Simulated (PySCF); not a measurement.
# SiO, singlet: the ladder up to full CI

Geometry: MP2(full)/6-31G*, from the G2/97 set.

```xyz
2

Si    0.0000    0.0000    0.0000
O     0.0000    0.0000    1.5423
```

Basis STO-3G; PySCF 2.14.0. Correlated methods freeze the noble-gas cores, which leaves 10 electrons in 8 orbitals. Prefix R: restricted or restricted open-shell reference.

Full CI is exact within this basis and frozen core; it isn't the basis-set limit.

The T1 diagnostic (ROHF- or RHF-based CCSD) is 0.0417 and the largest doubles amplitude (ROHF- or RHF-based CCSD) is 0.137.

```tsv
level	E − E(RHF) (eV)
RMP2	-4.0601
RCCSD	-3.6692
RCCSD(T)	-4.1761
```

(1) Estimate how far full CI in STO-3G lies from RCCSD(T). The table doesn't fix it; the size of (T) and the diagnostics are the guide.

(1) Full CI in STO-3G lies 1.4 kJ/mol above RCCSD(T), which is 3 % of the (T) step (-48.9 kJ/mol). (T) overshoots here: it takes the energy past the reference.

The other levels:

```tsv
level	E − E(full CI) (kJ/mol)	share of correlation (%)	wall time
RCCSDT	-3.8	100.95	–
RCCSDT(Q)	1.3	99.68	0.36 s
```

The correlation energy at full CI, counted from RHF, is -4.162 eV. Full CI, over all symmetries tried, took 0.06 s on 1 thread of Arm Neoverse V1, shared host; the state has 792 determinants.

Times are those of the correlated step on a shared host, with one SCF added for the restricted CCSD run; they ran on 1 thread of Arm Neoverse V1.

More than 5 meV below full CI, which no variational method can be: RCCSD(T), RCCSDT.

The full-CI state has the irrep A1 of C2v, in the program's axes (one component, if the state is degenerate).

Natural occupations of full CI about the gap: 1.998 1.978 1.958 1.905 1.905 0.108 0.108 0.038; effectively unpaired electrons, Σ n²(2−n)², 0.16.

Atomization energy (electronic, same basis, no zero-point term; atoms at the same level, unrestricted beside the R rows where the molecule is a closed shell; the atoms' step beyond CCSDT comes from their full CI) at full CI: 690.6 kJ/mol. Errors of other levels:

| level | error (kJ/mol) |
| --- | --- |
| RHF | -366.3 |
| RMP2 | 6.2 |
| RCCSD | -47.5 |
| RCCSD(T) | 1.4 |
| RCCSDT | 3.8 |
| RCCSDT(Q) | -1.3 |

This basis is far from its limit, so the value isn't to be set against a measured one.
